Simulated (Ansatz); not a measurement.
**H₃O (doublet): from Hartree-Fock to the top rungs at distance O1–H3 along a hydrogen transfer = 0.960 Å, cc-pVDZ**

How much of the correlation energy of H₃O (doublet) does each wave-function method recover here?

The runs use Ansatz 0.2.0, Gaussian basis; cc-pVDZ, core rule «outside noble gas», up to 1 orbitals frozen.

To be run: UHF; CCSD(T) on ROHF; CCSD(T) on UHF; BCCD(T) on ROHF; CISD; CCSDT(Q) on ROHF; CCSDT(Q) on UHF; CCSDTQ on ROHF; CCSDTQ on UHF; CASSCF and MRCISD+Q, 3 electrons in 3 orbitals; CASSCF and NEVPT2, 3 electrons in 3 orbitals; CASSCF and MRCISD+Q, 9 electrons in 7 orbitals; CASSCF and MRCISD+Q(relaxed), 9 electrons in 7 orbitals; CASSCF and NEVPT2, 9 electrons in 7 orbitals.

### Step 1. The system

The geometry derives from fragments relaxed apart (PBE0/def2-TZVP) and kept rigid, so it is no stationary point. A hydrogen atom is moved between rigid fragments.

4 atoms, charge 0, spin multiplicity 2.

Atoms are counted from 1 here; the program's logs count them from 0.

Bond lengths: O1–H2 0.960 Å, O1–H3 0.960 Å. Angles: H2–O1–H3 105.1°.

### Step 2. UHF

Contents of in.yaml:

```yaml
crystal:
  periodic: [false, false, false]
  atoms:
    - {symbol: O, position_ang: [-0.153349, -0.049094, 0.000000]}
    - {symbol: H, position_ang: [-0.402659, 0.877481, 0.000000]}
    - {symbol: H, position_ang: [0.806180, -0.049094, 0.000000]}
    - {symbol: H, position_ang: [2.030651, -0.049094, 0.000000]}
basis:
  gaussian: {orbitals: cc-pVDZ}
magnetization: {spin_polarized: true, initial_magnetization: 1}
hamiltonian: {xc: hf}
output: {orbitals: {seedname: orbitals}}
```

Launch:

```bash
> ansatz run in.yaml --threads 1 --pin off --events-out ev --progress --plain --max-ram 2816MiB --backend cpu
```

Further steps of the session: CCSD(T) on ROHF; CCSD(T) on UHF; BCCD(T) on ROHF; CISD; CCSDT(Q) on ROHF; CCSDT(Q) on UHF; CCSDTQ on ROHF; CCSDTQ on UHF; CASSCF and MRCISD+Q, 3 electrons in 3 orbitals; CASSCF and NEVPT2, 3 electrons in 3 orbitals; CASSCF and MRCISD+Q, 9 electrons in 7 orbitals; CASSCF and MRCISD+Q(relaxed), 9 electrons in 7 orbitals; CASSCF and NEVPT2, 9 electrons in 7 orbitals.

Before running them: what should the planned runs give, taken together? Wanted: UCCSDTQ below the RHF energy; RMP2 from UCCSDTQ; UMP2 from UCCSDTQ; RCCSD from UCCSDTQ; RCCSD(T) from UCCSDTQ; UCCSD(T) from UCCSDTQ; RCCSDT(Q) from UCCSDTQ; UCCSDT(Q) from UCCSDTQ; NEVPT2 pair from UCCSDTQ.

As calculated:

| quantity | value |
| --- | --- |
| UCCSDTQ below the RHF energy | -6.0361 eV |
| RMP2 from UCCSDTQ | +38.5 kJ/mol |
| UMP2 from UCCSDTQ | +38.1 kJ/mol |
| RCCSD from UCCSDTQ | +10.8 kJ/mol |
| RCCSD(T) from UCCSDTQ | +1.8 kJ/mol |
| UCCSD(T) from UCCSDTQ | +1.8 kJ/mol |
| RCCSDT(Q) from UCCSDTQ | -0.1 kJ/mol |
| UCCSDT(Q) from UCCSDTQ | -0.1 kJ/mol |
| NEVPT2 pair from UCCSDTQ | +38.9 kJ/mol |
| MRCISD+Q pair from UCCSDTQ | +3.1 kJ/mol |
| NEVPT2 valence from UCCSDTQ | +64.3 kJ/mol |
| levels within 1 kcal/mol (43 meV) | RCCSD(T), UCCSD(T), BCCD(T), RCCSDT, UCCSDT, RCCSDT(Q), UCCSDT(Q), RCCSDTQ, MRCISD+Q pair, MRCISD+Q valence, MRCISD+Q(relaxed) valence |
| T1 diagnostic | 0.016 |
| effectively unpaired electrons | 1.01 |

**Reading.** RCCSD(T) lands +1.8 kJ/mol from the yardstick (0.3 % of the correlation energy). One determinant dominates. Of the multireference levels listed MRCISD+Q(relaxed) valence comes nearest in total energy (-0.9 kJ/mol), which doesn't show that its space is the better one. These misses are within one basis, not against nature; the frozen cores of restricted and unrestricted runs differ, which can shift their rows.
